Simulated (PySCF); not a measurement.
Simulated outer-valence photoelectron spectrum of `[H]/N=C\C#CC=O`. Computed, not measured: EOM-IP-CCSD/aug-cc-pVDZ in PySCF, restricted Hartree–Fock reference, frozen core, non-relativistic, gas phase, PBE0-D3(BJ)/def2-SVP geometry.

Each root has a Gaussian of 0.5 eV full width with its one-hole share as area; cross sections and vibrations are left out, and the highest printed point is 100.

(ionisation energy (eV), intensity): (10.0, 0), (10.2, 2), (10.4, 14), (10.6, 49), (10.8, 91), (11.0, 100), (11.2, 66), (11.4, 38), (11.6, 43), (11.8, 37), (12.0, 14), (12.2, 2), (12.4, 0), (12.6, 0), (12.8, 0), (13.0, 0), (13.2, 4), (13.4, 20), (13.6, 40), (13.8, 34), (14.0, 12), (14.2, 2), (14.4, 5), (14.6, 21), (14.8, 41), (15.0, 32), (15.2, 10), (15.4, 3), (15.6, 11), (15.8, 40), (16.0, 72), (16.2, 65), (16.4, 30), (16.6, 6), (16.8, 1)

Question: Where are the maxima, and how many lines lie under the curve?

Answer: 5 maxima, at 10.9, 11.7, 13.7, 14.8 and 16.1 eV, from 8 lines. At this width some lines have no maximum of their own.

Question: List the lines with their holes.

Answer: 
| E (eV) | leading hole (HF orbital) | area | Koopmans (eV) |
| --- | --- | --- | --- |
| 10.74 | HOMO-2 | 0.94 | 12.75 |
| 10.94 | HOMO-3 | 0.94 | 13.01 |
| 11.10 | HOMO | 0.96 | 11.15 |
| 11.68 | HOMO-1 | 0.95 | 11.75 |
| 13.66 | HOMO-4 | 0.93 | 14.25 |
| 14.84 | HOMO-5 | 0.91 | 15.67 |
| 15.97 | HOMO-6 | 0.94 | 17.60 |
| 16.18 | HOMO-7 | 0.93 | 18.53 |

The widest gap, 1.98 eV, lies between 11.68 and 13.66 eV. Only orbitals with −ε under 21 eV, eight at most, were ionised, so the high end of the curve may lack lines.

On an Arm Neoverse V1 with one thread, on a shared host, this took 12 min and 3.0 GiB of memory at its peak.
